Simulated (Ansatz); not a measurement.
# CAlSi: the cost of one run

Method: cc-pVTZ, core rule «outside noble gas», up to 11 orbitals frozen; program: Ansatz 0.2.0, Gaussian basis.

The runs, in order: UHF; CCSD(T) on ROHF; CCSD(T) on UHF; BCCD(T) on ROHF; CCSDT(Q) on ROHF; CCSDT(Q) on UHF; CASSCF and MRCISD+Q, 11 electrons in 12 orbitals; CASSCF and NEVPT2, 11 electrons in 12 orbitals.

7 further runs of the same task are left out: 2 for a known fault of the program, 5 set aside as unsound or not needed.

### 1 The system

The geometry is a PBE0/def2-TZVP stationary point (not a proven minimum) of the parent state, kept for this charge and spin.

3 atoms, charge 0, spin multiplicity 6.

Atoms are counted from 1 here; the program's logs count them from 0.

Bond lengths: Al1–C2 1.863 Å, C2–Si3 1.752 Å. Angles: Al1–C2–Si3 180.0°.

Coordinates:

```xyz
3
CAlSi
Al    0.0000    0.0000    1.8264
C     0.0000    0.0000   -0.0370
Si    0.0000    0.0000   -1.7894
```

### 2 UHF

File in.yaml:

```yaml
crystal:
  periodic: [false, false, false]
  atoms:
    - {symbol: Al, position_ang: [0.000000, 0.000000, 1.826406]}
    - {symbol: C, position_ang: [0.000000, 0.000000, -0.037000]}
    - {symbol: Si, position_ang: [0.000000, 0.000000, -1.789406]}
basis:
  gaussian: {orbitals: cc-pVTZ}
magnetization: {spin_polarized: true, initial_magnetization: 5}
hamiltonian: {xc: hf}
output: {orbitals: {seedname: orbitals}}
```

Run with:

```bash
$ ansatz run in.yaml --threads 1 --pin off --events-out ev --progress --plain --max-ram 2816MiB --backend cpu
```

**Question.** How long does this run take on 1 thread of AMD EPYC 7R13, shared host, and how much memory does it need?

About 12 s, with a peak of 0.29 GiB.
